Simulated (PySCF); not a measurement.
H₂N, charge -2, doublet, geometry from GFN2-xTB of the parent state (a state made from the parent by changing its charge; the spin is typed, not shown lowest) (a gas-phase anion, which may not be bound at this level); TPSS/pcseg-1 (PySCF).

Here is a job for PySCF.
```python
from pyscf import gto, scf, dft

mol = gto.Mole()
mol.atom = '''
    N    -0.001861    0.105267    0.105249
    H     0.817030   -0.336324   -0.386155
    H    -0.804005   -0.400542   -0.350586
'''
mol.basis = 'pcseg-1'
mol.charge = -2
mol.spin = 1
mol.verbose = 4
mol.build()

mf = dft.ROKS(mol)
mf.xc = 'tpss'
mf.kernel()
mf.analyze()
```

The log (banner, timings and long lists left out):

```
PySCF version 2.14.0

[INPUT] verbose = 4
[INPUT] num. atoms = 3
[INPUT] num. electrons = 11
[INPUT] charge = -2
[INPUT] spin (= nelec alpha-beta = 2S) = 1
[INPUT] symmetry False subgroup None
[INPUT] Mole.unit = angstrom
[INPUT] Symbol           X                Y                Z      unit          X                Y                Z       unit  Magmom
[INPUT]  1 N     -0.001861000000   0.105267000000   0.105249000000 AA   -0.003516780318   0.198925799955   0.198891784884 Bohr   0.0
[INPUT]  2 H      0.817030000000  -0.336324000000  -0.386155000000 AA    1.543962935553  -0.635560249118  -0.729727191631 Bohr   0.0
[INPUT]  3 H     -0.804005000000  -0.400542000000  -0.350586000000 AA   -1.519349252781  -0.756914681386  -0.662511523107 Bohr   0.0

nuclear repulsion = 7.36724973606701
number of shells = 7
number of NR pGTOs = 39
number of NR cGTOs = 24
basis = pcseg-1
ecp = {}

******** <class 'pyscf.dft.roks.ROKS'> ********
method = ROKS
initial guess = minao
damping factor = 0
level_shift factor = 0
DIIS = <class 'pyscf.scf.diis.CDIIS'>
diis_start_cycle = 1
diis_space = 8
diis_damp = 0
SCF conv_tol = 1e-09
SCF conv_tol_grad = None
SCF max_cycles = 50
direct_scf = True
direct_scf_tol = 1e-13
num. doubly occ = 5  num. singly occ = 1
XC library pyscf.dft.libxc version 7.1.2
    S. Lehtola, C. Steigemann, M. J. T. Oliveira, and M. A. L. Marques,  SoftwareX 7, 1–5 (2018)
XC functionals = tpss
    J. Tao, J. P. Perdew, V. N. Staroverov, and G. E. Scuseria,  Phys. Rev. Lett. 91, 146401 (2003)
    J. P. Perdew, J. Tao, V. N. Staroverov, and G. E. Scuseria,  J. Chem. Phys. 120, 6898 (2004)
    J. Tao, J. P. Perdew, V. N. Staroverov, and G. E. Scuseria,  Phys. Rev. Lett. 91, 146401 (2003)
    J. P. Perdew, J. Tao, V. N. Staroverov, and G. E. Scuseria,  J. Chem. Phys. 120, 6898 (2004)
radial grids:
    Treutler-Ahlrichs [JCP 102, 346 (1995); DOI:10.1063/1.469408] (M4) radial grids

becke partition: Becke, JCP 88, 2547 (1988); DOI:10.1063/1.454033
pruning grids: <function nwchem_prune>
grids dens level: 3
symmetrized grids: False
atomic radii adjust function: <function treutler_atomic_radii_adjust>
small_rho_cutoff = 0
Set gradient conv threshold to 3.16228e-05
tot grids = 33520
init E= -55.7338450361442
  HOMO = 0.0205716797352227  LUMO = 0.0778838334935594  gap/eV = 1.55954
cycle= 1 E= -55.2451073165147  delta_E= 0.489  |g|= 0.869  |ddm|=  2.8

WARN: HOMO 0.675659982290649 >= LUMO 0.675254697663373

cycle= 2 E= -54.2166191981791  delta_E= 1.03  |g|= 1.59  |ddm|= 8.33
  HOMO = 0.499330744317725  LUMO = 0.557258042167749  gap/eV = 1.57628
cycle= 3 E= -55.4330038453663  delta_E= -1.22  |g|= 0.299  |ddm|= 8.11
  HOMO = 0.497693590645718  LUMO = 0.556430363513457  gap/eV = 1.59831
cycle= 4 E= -55.4569476211459  delta_E= -0.0239  |g|= 0.0585  |ddm|= 0.336
  HOMO = 0.509705564610761  LUMO = 0.567155583596856  gap/eV = 1.56329
cycle= 5 E= -55.4578842886801  delta_E= -0.000937  |g|= 0.00705  |ddm|= 0.0673
  HOMO = 0.510461830851542  LUMO = 0.568373299897742  gap/eV = 1.57585
cycle= 6 E= -55.4578972996029  delta_E= -1.3e-05  |g|= 0.000492  |ddm|= 0.0121
  HOMO = 0.510531865380495  LUMO = 0.568431125115593  gap/eV = 1.57552
cycle= 7 E= -55.4578973819477  delta_E= -8.23e-08  |g|= 6.98e-05  |ddm|= 0.00104
  HOMO = 0.510538078614762  LUMO = 0.568434763963098  gap/eV = 1.57545
cycle= 8 E= -55.4578973831448  delta_E= -1.2e-09  |g|= 2.6e-05  |ddm|= 0.000123
  HOMO = 0.510536562490571  LUMO = 0.568433025154345  gap/eV = 1.57544
cycle= 9 E= -55.4578973833316  delta_E= -1.87e-10  |g|= 1.13e-06  |ddm|= 3.69e-05
  HOMO = 0.510536463875308  LUMO = 0.568432927324281  gap/eV = 1.57544
Extra cycle  E= -55.457897383331  delta_E= 6.39e-13  |g|= 1.89e-06  |ddm|= 1.2e-05
converged SCF energy = -55.457897383331
**** SCF Summaries ****
Total Energy =                         -55.457897383330973
Nuclear Repulsion Energy =               7.367249736067006
One-electron Energy =                  -95.686294086744979
Two-electron Energy =                   32.861146967346997
Two-electron Coulomb Energy =           40.923718435021392
DFT Exchange-Correlation Energy =       -8.062571467674399
HOMO-LUMO gap [eV] =                     1.575443016102823
**** MO energy ****
                Roothaan           | alpha              | beta
MO #1   energy= -13.4178279122305  | -13.4202604010085  | -13.4153954234509  occ= 2
MO #2   energy= -0.0889243245844478 | -0.0964655960918237 | -0.0813830532847624 occ= 2
MO #3   energy= 0.22949324999951   | 0.223476362846659  | 0.23551013715236   occ= 2
MO #4   energy= 0.362037361760031  | 0.356366892470443  | 0.36770783415595   occ= 2
MO #5   energy= 0.44694297992522   | 0.443639410186991  | 0.450246549663462  occ= 2
MO #6   energy= 0.510536463875308  | 0.492927934025903  | 0.52814499462067   occ= 1
MO #7   energy= 0.568432927324281  | 0.554991661965959  | 0.581874192682743  occ= 0
MO #8   energy= 1.03592442746496   | 1.03106222111393   | 1.04078663381599   occ= 0
MO #9   energy= 1.16712323916067   | 1.15741670745925   | 1.17682976870926   occ= 0
MO #10  energy= 1.21985768102696   | 1.21336432640283   | 1.22635103415495   occ= 0
MO #11  energy= 1.22960808090508   | 1.22501328243057   | 1.23420287937959   occ= 0
MO #12  energy= 1.31400448509212   | 1.30878332123295   | 1.31922564895129   occ= 0
MO #13  energy= 1.62890449060217   | 1.62526247332949   | 1.63254650803824   occ= 0
MO #14  energy= 2.10727562129667   | 2.10167977288524   | 2.112871469491     occ= 0
 ** Mulliken pop on meta-lowdin orthogonal AOs  **
 ** Mulliken pop  **
pop of  0 N 1s            1.99994
pop of  0 N 2s            1.68728
pop of  0 N 3s            0.03006
pop of  0 N 2px           1.00356
pop of  0 N 2py           1.72186
pop of  0 N 2pz           1.72292
pop of  0 N 3px           0.00061
pop of  0 N 3py           0.05987
pop of  0 N 3pz           0.05996
pop of  0 N 3dxy          0.00032
pop of  0 N 3dyz          0.00256
pop of  0 N 3dz^2         0.00091
pop of  0 N 3dxz          0.00031
pop of  0 N 3dx2-y2       0.00139
pop of  1 H 1s            1.10423
pop of  1 H 2s            0.24629
pop of  1 H 2px           0.00053
pop of  1 H 2py           0.00159
pop of  1 H 2pz           0.00160
pop of  2 H 1s            1.10423
pop of  2 H 2s            0.24629
pop of  2 H 2px           0.00052
pop of  2 H 2py           0.00160
pop of  2 H 2pz           0.00159
 ** Mulliken atomic charges  **
charge of    0N =     -1.29154
charge of    1H =     -0.35423
charge of    2H =     -0.35423

WARN: System has nonzero charge -2; the dipole moment is origin-dependent.
Location of origin: [0. 0. 0.]

Dipole moment(X, Y, Z, Debye): -0.02037,  1.15298,  1.15278
```
